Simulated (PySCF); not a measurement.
**CF: energy against distance**

Set-up: C def2-TZVPP, F def2-TZVPP; no relativity (PySCF 2.14). Energies in eV from C + F in their ground configurations at the same level. State: ²Π (doublet), unpaired electrons π ↑.

```
R (Å)  UHF-CCSD(T)
1.143       -4.940
1.194       -5.330
1.232       -5.478
1.270       -5.533
1.308       -5.515
1.359       -5.408
1.422       -5.182
1.499       -4.825
```

Task: Put a parabola through the three lowest points of the UHF-CCSD(T) curve and estimate Re, k and ωe (reduced mass 7.355 u; 1 eV/Å² = 0.16022 mdyn/Å; ωe = 1302.8·√(k/μ) cm⁻¹).

Result: Through R = 1.232, 1.27, 1.308 Å the second-order coefficient is 25.3 eV/Å², so Re ≈ 1.280 Å, k ≈ 8.10 mdyn/Å and ωe ≈ 1367 cm⁻¹. A polynomial fit of higher order to the unrounded UHF-CCSD(T) energies gives Re = 1.278 Å, k = 7.46 mdyn/Å, ωe = 1312 cm⁻¹; anharmonicity and rounding make the difference.

The higher-order fit for each curve: UHF-CCSD(T): Re = 1.278 Å, ωe = 1312 cm⁻¹, De = 5.53 eV.

Correlated steps freeze 2 core orbitals. The state is the lowest determinant that a PBE0 search found; another state may lie lower at other levels.
